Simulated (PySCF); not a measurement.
**Relaxation of singlet NaH₂⁻**

These are results of PySCF, PBE0, basis Na def2-TZVPD, H def2-TZVPD (no relativity, density fitting), not measurements. A (50,194) grid was used.

A hand-made linear start, of D∞h symmetry, held to at least that symmetry:

Coordinates in bohr (charge -1 multiplicity 1):
```
Na    0.0000    0.0000    0.0000
H     0.0000    0.0000    3.5338
H     0.0000    0.0000   -3.5338
```

Optimiser trace:
```tsv
step	E − E(last) (kJ/mol)	largest gradient (Eh/bohr)
0	13.50	0.01549
1	8.68	0.01192
2	0.80	0.00321
3	0.04	0.00071
4	0.00	0.00006
```

It ends at D∞h with Na–H 2.065 Å (×2); H–Na–H 180.0°. A frequency run shows a minimum.

Final geometry:
```xyz
3
charge -1 multiplicity 1, angstrom
Na    0.0000    0.0000    0.0000
H     0.0000    0.0000    2.0649
H     0.0000    0.0000   -2.0649
```
